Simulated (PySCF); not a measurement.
ethylamine cation (C₂H₇N), SMILES CCN (connectivity only; charge and spin as stated), charge +1, multiplicity 2.

Geometry optimised at B3LYP-D3(BJ)/def2-TZVP. The spin state was assumed, not searched. One conformer was computed; it need not be the lowest.

Computed with r2SCAN/def2-TZVPD in PySCF.

The molecule is in vacuum.

The total energy is -134.82459 hartree and the point group comes out as Cs. The α spin, highest occupied and lowest empty level comes out as -14.02 and -4.95 eV and the β spin, highest occupied and lowest empty level comes out as -14.70 and -11.47 eV. The dipole moment about the centre of nuclear charge comes out as 3.10 D, the mean static polarisability is 32.9 bohr³ (4.88 Å³) and the polarisability, principal values is 26.6, 31.4, 40.7 bohr³. The ⟨S²⟩ is 0.757 (pure state 0.75).
